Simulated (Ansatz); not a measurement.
A run of Ansatz (development build ahead of 0.2.0) on doublet C₂(-) at this shape:

```tsv
atom	x (Å)	y (Å)	z (Å)
C	0.0000	0.0000	-0.5830
C	0.0000	0.0000	0.5830
```

Its results:

```json
{
  "Converged": "yes",
  "Total energy": "-75.55923 hartree",
  "Spin squared of the determinant": "0.808"
}
```

Problem. Which input gives this output? Name the method, the orbitals and the basis set, and write the input.

Solution. UHF in cc-pVTZ.

```yaml
crystal:
  periodic: [false, false, false]
  atoms:
    - { symbol: C, position_ang: [0.0, 0.0, -0.583] }
    - { symbol: C, position_ang: [0.0, 0.0, 0.583] }
basis:
  gaussian: { orbitals: cc-pVTZ }
total_charge: -1
magnetization:
  spin_polarized: true
  initial_magnetization: 1
hamiltonian:
  xc: hf
```

Caution: no diffuse functions for an anion.
